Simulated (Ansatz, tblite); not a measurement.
# The cluster Ru3+: rung by rung, part 2 of 2

Aim: run the doublet of the cluster Ru3+ at one geometry on many levels, and compare frontier levels, spin and run time.

Ansatz 0.2.0, Gaussian basis; as each input shows. The steps go on from the part before.

**16. PBE-D4/def2-SVP**

The input, in.yaml:

```yaml
crystal:
  periodic: [false, false, false]
  atoms:
    - {symbol: Ru, position_ang: [-0.318699, -0.062298, 0.292932]}
    - {symbol: Ru, position_ang: [-0.700334, 0.053478, 2.474383]}
    - {symbol: Ru, position_ang: [-2.450167, -0.660980, 0.501585]}
basis:
  gaussian: {orbitals: def2-SVP, initial_orbitals: start.molden}
total_charge: 1
magnetization: {spin_polarized: true, initial_magnetization: 1}
hamiltonian: {xc: pbe, dispersion: d4}
scf: {omitted_lower_state_checks: [starts]}
output: {orbitals: {seedname: orbitals}}
```

Command:

```console
$ ansatz run in.yaml --threads 4 --pin off --events-out ev --progress --plain --max-ram 3916MiB
```

The program printed:

```text
Functional definition: PBE
  name "PBE"
  cite "Perdew, Burke & Ernzerhof, Phys. Rev. Lett. 77, 3865 (1996) doi:10.1103/PhysRevLett.77.3865"
  parent pbe
  parameter kappa = 0.804
  parameter beta = 0.06672455060314922
  exchange = pbe_x(kappa = kappa, mu = beta*pi^2/3)
  correlation = pbe_c(beta = beta)
these checks for a lower state are left out or cut short: starts
897 factors; their error is unknown
mean field evaluation 1: about -7738.3157 eV, gradient 7.3e0 eV
mean field evaluation 2: about -7738.7729 eV, gradient 1.1e0 eV
mean field evaluation 4: about -7738.8892 eV, gradient 1.0e-1 eV
mean field evaluation 8: about -7738.8782 eV, gradient 3.3e-4 eV
mean field evaluation 16: about -7738.8782 eV, gradient 3.5e-5 eV
mean field -7738.87822647 eV, -284.3985292227 hartree, gradient 9.4e-7 eV, S^2 3.231437; 0 other end points of the search recorded, 0 dependent functions left out
reference -7738.87827507 eV, -284.3985310086 hartree; 24, 23 occupied and 69, 70 virtual orbitals, 897 factors
Total energy: -7739.00684815 eV, -284.4032559821 hartree
Checks for a lower state left out: starts
```

Run time: 7.5 s. Hardware: 4 threads of Intel Xeon at 2.50GHz, shared host.

HOMO -9.66 eV, LUMO -9.15 eV (over both spins); ⟨S²⟩ 3.231 (pure: 0.75). Doubts: spin contamination.

**17. PBE0-D4/def2-SVP**

Changes to in.yaml since step 16:

```diff
@@ -10,3 +10,3 @@
 magnetization: {spin_polarized: true, initial_magnetization: 1}
-hamiltonian: {xc: pbe, dispersion: d4}
+hamiltonian: {xc: pbe0, dispersion: d4}
 scf: {omitted_lower_state_checks: [starts]}
```

The command is unchanged.

The program printed:

```text
Functional definition: PBE0
  name "PBE0"
  cite "Adamo & Barone, J. Chem. Phys. 110, 6158 (1999) doi:10.1063/1.478522"
  cite "Perdew, Burke & Ernzerhof, Phys. Rev. Lett. 77, 3865 (1996) doi:10.1103/PhysRevLett.77.3865"
  parent pbe
  parameter a = 0.25
  parameter kappa = 0.804
  parameter beta = 0.06672455060314922
  exchange = (1 - a)*pbe_x(kappa = kappa, mu = beta*pi^2/3) + a*exact_x
  correlation = pbe_c(beta = beta)
these checks for a lower state are left out or cut short: starts
996 factors; integrals over basis functions are off by at most 3.0e-4 eV
mean field evaluation 1: about -7734.2235 eV, gradient 6.8e0 eV
mean field evaluation 2: about -7734.2576 eV, gradient 4.8e-2 eV
mean field evaluation 4: about -7734.4015 eV, gradient 2.4e-3 eV
mean field evaluation 8: about -7734.4015 eV, gradient 2.8e-5 eV
mean field -7734.40154548 eV, -284.2340142308 hartree, gradient 5.5e-6 eV, S^2 3.899596; 0 other end points of the search recorded, 0 dependent functions left out
reference -7734.40158213 eV, -284.2340155776 hartree; 24, 23 occupied and 69, 70 virtual orbitals, 996 factors
Total energy: -7734.51024267 eV, -284.2380087789 hartree
Checks for a lower state left out: starts
```

Run time: 8.1 s. Hardware: 4 threads of Intel Xeon at 2.50GHz, shared host.

HOMO -10.70 eV, LUMO -7.62 eV (over both spins); ⟨S²⟩ 3.900 (pure: 0.75). Doubts: spin contamination.

**18. RPA/def2-TZVP**

The input, in.yaml:

```yaml
crystal:
  periodic: [false, false, false]
  atoms:
    - {symbol: Ru, position_ang: [-0.318699, -0.062298, 0.292932]}
    - {symbol: Ru, position_ang: [-0.700334, 0.053478, 2.474383]}
    - {symbol: Ru, position_ang: [-2.450167, -0.660980, 0.501585]}
basis:
  gaussian: {orbitals: def2-TZVP, initial_orbitals: start.molden}
total_charge: 1
magnetization: {spin_polarized: true, initial_magnetization: 1}
hamiltonian: {xc: pbe}
correlation: {method: rpa}
scf: {omitted_lower_state_checks: [starts]}
```

Same command.

The program printed:

```text
Functional definition: PBE
  name "PBE"
  cite "Perdew, Burke & Ernzerhof, Phys. Rev. Lett. 77, 3865 (1996) doi:10.1103/PhysRevLett.77.3865"
  parent pbe
  parameter kappa = 0.804
  parameter beta = 0.06672455060314922
  exchange = pbe_x(kappa = kappa, mu = beta*pi^2/3)
  correlation = pbe_c(beta = beta)
these checks for a lower state are left out or cut short: starts
1119 factors; integrals over basis functions are off by at most 3.5e-4 eV
mean field evaluation 1: about -7740.4561 eV, gradient 4.6e0 eV
mean field evaluation 2: about -7740.9127 eV, gradient 1.5e0 eV
mean field evaluation 4: about -7740.9928 eV, gradient 3.7e-1 eV
mean field evaluation 8: about -7741.0028 eV, gradient 1.2e-2 eV
mean field -7741.00275736 eV, -284.4766042929 hartree, gradient 1.4e-6 eV, S^2 3.239012; 0 other end points of the search recorded, 0 dependent functions left out
reference -7667.42981747 eV, -281.7728486216 hartree; 24, 23 occupied and 96, 97 virtual orbitals, 1119 factors
Total energy: -7722.58902702 eV, -283.7999121842 hartree
Checks for a lower state left out: starts
```

Wall time 8.1 s (4 threads of Intel Xeon at 2.50GHz, shared host).

From the report: ⟨S²⟩ 3.239 (pure: 0.75). Doubts: spin contamination.

**19. Levels side by side**

```
              level  functions  HOMO (eV)  LUMO (eV)  gap (eV)   ⟨S²⟩     time
       HF/def2-TZVP        120     -12.20      -4.13      8.08  4.702     25 s
      LDA/def2-TZVP        120      -9.76      -9.59      0.17  2.956    2.6 s
    PBE-D4/def2-SVP         93      -9.66      -9.15      0.51  3.231    7.5 s
   PBE-D4/def2-TZVP        120      -9.62      -9.10      0.52  3.239    6.5 s
r2SCAN-D4/def2-TZVP        120      -9.71      -8.58      1.13  3.682     17 s
 B3LYP-D4/def2-TZVP        120     -10.57      -8.03      2.54  3.720     14 s
   PBE0-D4/def2-SVP         93     -10.70      -7.62      3.08  3.900    8.1 s
  PBE0-D4/def2-TZVP        120     -10.65      -7.57      3.08  3.901  4.3 min
 HSE06-D4/def2-TZVP        120     -10.26      -7.96      2.30  3.890     13 s
  ωB97X-V/def2-TZVP        120     -12.66      -5.36      7.30  3.984     54 s
  PBE+5HF/def2-TZVP        120      -9.88      -8.79      1.09  3.424     11 s
 PBE+10HF/def2-TZVP        120     -10.10      -8.49      1.61  3.570     12 s
 PBE+15HF/def2-TZVP        120     -10.26      -8.16      2.10  3.696     12 s
 PBE+35HF/def2-TZVP        120     -11.05      -7.02      4.03  4.061     16 s
 PBE+50HF/def2-TZVP        120     -11.63      -6.29      5.34  4.241     19 s
```

**20. Outcome**

What follows sums up all 2 parts.

```
                                                                   quantity                          value
 gap in def2-TZVP, named functionals and Hartree-Fock, smallest and largest    0.17 eV (LDA), 8.08 eV (HF)
⟨S²⟩ in def2-TZVP, named functionals and Hartree-Fock, smallest and largest                   2.956, 4.702
                            PBE0 total energy, smallest basis above largest  2.11 eV (def2-SVP, def2-TZVP)
```

In words: Over the named functionals and Hartree-Fock in def2-TZVP the gap runs from 0.17 eV (LDA) to 8.08 eV (HF); exact exchange widens it. Over the named functionals and Hartree-Fock in def2-TZVP spin contamination reaches 3.95 (HF), and every level is far from pure, so all describe a mixture with higher spin.

The slowest run with a step of its own, ωB97X-V/def2-TZVP, took 54 s; the quickest functional in def2-TZVP took 2.6 s (shared host).
